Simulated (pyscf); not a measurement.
Structures and frequencies: ωB97X-D3(BJ)/def2-SVP in PySCF.

### Question
PBE/def2-TZVP puts the barrier of SnH₂ [singlet] + hydrogen chloride (HCl) → Cl–SnH: [singlet] + hydrogen (H₂) (four-centre exchange; singlet surface; H–Sn, Cl–H broken, Cl–Sn, H–H formed) at -0.44 eV and the reaction energy at -1.34 eV, from the separated reactants. What do r²SCAN/def2-TZVP, M06-2X/def2-TZVP, ωB97M-D3(BJ)/def2-TZVP give on the same structures?

### Answer
r²SCAN: ΔE‡ = -0.42 eV, ΔE = -1.38 eV; M06-2X: ΔE‡ = -0.20 eV, ΔE = -1.46 eV; ωB97M-D3(BJ): ΔE‡ = -0.09 eV, ΔE = -1.24 eV. PBE's barrier lies under all of them, by 0.02 to 0.35 eV. Its reaction energy lies among theirs. On the reactant side the descent ends in a bound adduct, 0.40 eV under the separated species and 0.16 eV under the saddle at ωB97X-D3(BJ)/def2-TZVP. At PBE, r²SCAN, M06-2X, ωB97M-D3(BJ) the saddle lies under the separated reactants, which points to a path from their complex (located at ωB97X-D3(BJ) alone). At ωB97X-D3(BJ)/def2-TZVP the barrier from the zero used here is -0.24 eV. One saddle was located; it need not be the lowest between these sides. Elements past Kr carry the def2 core potentials, without spin-orbit coupling.
